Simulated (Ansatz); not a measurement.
# Si2H4 (SMILES [SiH][SiH3]): levels of theory compared

Wanted: a comparison of 6 runs (U-r2SCAN0/STO-3G, U-revPBE/STO-3G, UHSE06/STO-3G, USVWN5/STO-3G, UCCSDTQ/STO-3G, FCI/STO-3G) of Si2H4. 

The results are computed with Ansatz 0.2.0.

29 further runs of the same task are left out: 29 set aside as unsound or not needed.

## Step 1: The structure to begin with

Si2H4: 6 atoms, total charge 0, spin state triplet. SMILES: `[SiH][SiH3]`. The Si2–Si1 distance was set to 4.507 Å, away from the relaxed value. At this shape a bond of the SMILES string is far longer than usual.

Bond lengths: Si1–H3 1.473 Å, Si2–H4 1.467 Å, Si2–H5 1.474 Å, Si2–H6 1.474 Å. Angles: H4–Si2–H5 107.9°, H4–Si2–H6 107.9°, H5–Si2–H6 104.3°.

## Step 2: A single-point energy at U-r2SCAN0/STO-3G (run 1)

The input, run.yaml:

```yaml
crystal:
  periodic: [false, false, false]
  atoms:
    - {symbol: Si, position_ang: [0.945572, -3.675036, 0.820362]}
    - {symbol: Si, position_ang: [-0.300130, 0.523270, -0.245660]}
    - {symbol: H, position_ang: [2.050782, -4.116976, 1.688772]}
    - {symbol: H, position_ang: [-1.456530, 0.376070, -1.136010]}
    - {symbol: H, position_ang: [0.714920, 1.325330, -0.951090]}
    - {symbol: H, position_ang: [-0.708920, 1.369020, 0.889660]}
basis:
  gaussian: {orbitals: STO-3G}
magnetization: {spin_polarized: true, initial_magnetization: 2}
hamiltonian: {xc: {name: r2SCAN0}}
accuracy: high
```

On the command line:

```console
ansatz run run.yaml --threads 1 --pin off --max-ram 2610MiB --events-out events.jsonl --progress --plain --runs-dir runs
```

The log of the run:

```text
Warning: RAYON_NUM_THREADS=1 ignored (pool sized by the plan → 1); use --threads N
Functional definition: r2SCAN0
  name "r2SCAN0"
  parameter a = 0.25
  parameter k0 = 0.174
  parameter k1 = 0.065
  parameter a1 = 4.9479
  exchange = (1 - a)*r2scan_x(k0 = k0, k1 = k1, a1 = a1) + a*exact_x
  correlation = r2scan_c
344 factors; integrals over basis functions are off by at most 2.4e-9 eV
mean field evaluation 1: about -15629.3338 eV, gradient 7.2e0 eV
mean field evaluation 2: about -15629.6995 eV, gradient 3.3e0 eV
mean field evaluation 4: about -15629.7913 eV, gradient 1.3e-1 eV
mean field evaluation 8: about -15629.7582 eV, gradient 4.2e-3 eV
mean field evaluation 16: about -15629.7582 eV, gradient 6.6e-6 eV
mean field evaluation 32: about -15629.7622 eV, gradient 4.4e-3 eV
mean field -15629.76220708 eV, -574.3831668770 hartree, gradient 2.6e-8 eV, S^2 2.002258; 4 other end points of the search recorded, 0 dependent functions left out
reference -15629.76220801 eV, -574.3831669111 hartree; 17, 15 occupied and 5, 7 virtual orbitals, 344 factors
Total energy: -15629.76220801 eV, -574.3831669111 hartree
```

Wall time 18 s (1 thread of AMD EPYC 9R14 (Zen 4), shared host); peak memory 0.27 GiB.

## Step 3: A single-point energy at U-revPBE/STO-3G (run 2)

The input, job.yaml:

```yaml
basis:
  gaussian: {orbitals: STO-3G}
crystal:
  periodic: [false, false, false]
  atoms:
    - {symbol: Si, position_ang: [0.945572, -3.675036, 0.820362]}
    - {symbol: Si, position_ang: [-0.300130, 0.523270, -0.245660]}
    - {symbol: H, position_ang: [2.050782, -4.116976, 1.688772]}
    - {symbol: H, position_ang: [-1.456530, 0.376070, -1.136010]}
    - {symbol: H, position_ang: [0.714920, 1.325330, -0.951090]}
    - {symbol: H, position_ang: [-0.708920, 1.369020, 0.889660]}
magnetization: {spin_polarized: true, initial_magnetization: 2}
hamiltonian: {xc: {name: revPBE}}
accuracy: high
```

On the command line:

```console
ansatz run job.yaml --threads 1 --pin off --max-ram 2610MiB --events-out events.jsonl --progress --plain --runs-dir runs
```

The log of the run:

```text
Warning: RAYON_NUM_THREADS=1 ignored (pool sized by the plan → 1); use --threads N
Functional definition: revPBE
  name "revPBE"
  parameter kappa = 1.245
  parameter beta = 0.06672455060314922
  exchange = pbe_x(kappa = kappa, mu = beta*pi^2/3)
  correlation = pbe_c(beta = beta)
344 factors; integrals over basis functions are off by at most 2.4e-9 eV
mean field evaluation 1: about -15626.6206 eV, gradient 1.0e1 eV
mean field evaluation 2: about -15626.8639 eV, gradient 8.3e0 eV
mean field evaluation 4: about -15627.4195 eV, gradient 1.4e-1 eV
mean field evaluation 8: about -15627.3720 eV, gradient 2.6e-3 eV
mean field evaluation 16: about -15627.3720 eV, gradient 9.8e-5 eV
mean field evaluation 32: about -15627.3732 eV, gradient 1.1e-8 eV
mean field -15627.37322359 eV, -574.2953733530 hartree, gradient 1.1e-8 eV, S^2 2.001678; 3 other end points of the search recorded, 0 dependent functions left out
reference -15627.37322665 eV, -574.2953734654 hartree; 17, 15 occupied and 5, 7 virtual orbitals, 344 factors
Total energy: -15627.37322665 eV, -574.2953734654 hartree
```

Run time: 9.9 s. Hardware: 1 thread of AMD EPYC 9R14 (Zen 4), shared host; peak memory 0.16 GiB.

Runs 3 to 4 aren't shown in full; the table further down has their settings and results.

## Step 4: The energy at UCCSDTQ/STO-3G (run 5)

Edit run.yaml of step 2 so:

```diff
@@ -12,3 +12,4 @@
 magnetization: {spin_polarized: true, initial_magnetization: 2}
-hamiltonian: {xc: {name: r2SCAN0}}
+correlation: {method: ccsdtq, frozen_orbitals: {H: 0, Si: 5}}
 accuracy: high
+scf: {omitted_lower_state_checks: [cluster_reference, increment]}
```

On the command line:

```console
ansatz run run.yaml --threads 1 --pin off --max-ram 2610MiB --events-out events.jsonl --progress --plain --runs-dir runs
```

The log of the run:

```text
Warning: RAYON_NUM_THREADS=1 ignored (pool sized by the plan → 1); use --threads N
[... 13 lines left out ...]
10 core orbitals not correlated: weight in the atoms' cores, before any rotation towards them, 1.000 or more for the frozen orbitals, at most 0.000 for the correlated occupied ones
[... 99 lines left out ...]
Total energy: -15603.54455949 eV, -573.4196860987 hartree
Checks for a lower state left out: cluster_reference, increment
```

Wall time 45 s (1 thread of AMD EPYC 9R14 (Zen 4), shared host); peak memory 0.24 GiB.

## Step 5: A single-point energy at FCI/STO-3G (run 6)

The input, input.yaml:

```yaml
crystal:
  periodic: [false, false, false]
  atoms:
    - {symbol: Si, position_ang: [0.945572, -3.675036, 0.820362]}
    - {symbol: Si, position_ang: [-0.300130, 0.523270, -0.245660]}
    - {symbol: H, position_ang: [2.050782, -4.116976, 1.688772]}
    - {symbol: H, position_ang: [-1.456530, 0.376070, -1.136010]}
    - {symbol: H, position_ang: [0.714920, 1.325330, -0.951090]}
    - {symbol: H, position_ang: [-0.708920, 1.369020, 0.889660]}
basis:
  gaussian:
    orbitals: STO-3G
magnetization:
  spin_polarized: true
  initial_magnetization: 2
accuracy: high
correlation:
  method: fci
  frozen_orbitals: {H: 0, Si: 5}
```

On the command line:

```console
ansatz run input.yaml --threads 1 --pin off --max-ram 2610MiB --events-out events.jsonl --progress --plain --runs-dir runs
```

The log of the run:

```text
Warning: RAYON_NUM_THREADS=1 ignored (pool sized by the plan → 1); use --threads N
Functional definition: HF
  name "HF"
  exchange = exact_x
  correlation = 0
344 factors; integrals over basis functions are off by at most 2.4e-9 eV
mean field evaluation 1: about -15600.7440 eV, gradient 5.5e0 eV
mean field evaluation 2: about -15600.7506 eV, gradient 5.4e0 eV
mean field evaluation 4: about -15601.1712 eV, gradient 6.1e-1 eV
mean field evaluation 8: about -15601.1817 eV, gradient 1.4e-2 eV
mean field evaluation 16: about -15601.1816 eV, gradient 7.9e-4 eV
mean field evaluation 32: about -15601.1892 eV, gradient 4.5e-2 eV
mean field -15601.19066759 eV, -573.3331821671 hartree, gradient 8.1e-9 eV, S^2 2.004114; 6 other end points of the search recorded, 0 dependent functions left out
10 core orbitals not correlated: weight in the atoms' cores, before any rotation towards them, 1.000 or more for the frozen orbitals, at most 0.000 for the correlated occupied ones
reference -15601.16358510 eV, -573.3321869038 hartree; 7, 5 occupied and 5, 7 virtual orbitals, 344 factors
state -15603.54432285 eV, -573.4196774027 hartree
Total energy: -15603.54432285 eV, -573.4196774027 hartree
```

Run time: 5.1 s. Hardware: 1 thread of AMD EPYC 9R14 (Zen 4), shared host; peak memory 0.17 GiB.

## Step 6: The series

| run | level | frozen core orbitals | energy (Eh) | ⟨S²⟩ | wall time |
| --- | --- | --- | --- | --- | --- |
| 1 | U-r2SCAN0/STO-3G | – | -574.383167 | 2.002 | 18 s |
| 2 | U-revPBE/STO-3G | – | -574.295373 | 2.002 | 9.9 s |
| 3 | UHSE06/STO-3G | – | -574.164241 | 2.002 | 4.5 s |
| 4 | USVWN5/STO-3G | – | -571.971811 | 2.001 | 1.9 s |
| 5 | UCCSDTQ/STO-3G | 10 | -573.419686 | 2.004 | 45 s |
| 6 | FCI/STO-3G | 10 | -573.419677 | – | 5.1 s |

## Step 7: What came out

```
                                           quantity          value
                                run 6: total energy  -573.41968 Eh
run 6: correlation energy (10 core orbitals frozen)      -87.5 mEh
```

In words: Against full CI in this basis: UCCSDTQ -0.0 mEh. Totals of different functionals can't be ranked against each other. In runs 1, 2, 3, 4, 5, 6 the basis is minimal, so the values are rough. All runs together took 84 s, the longest 45 s.
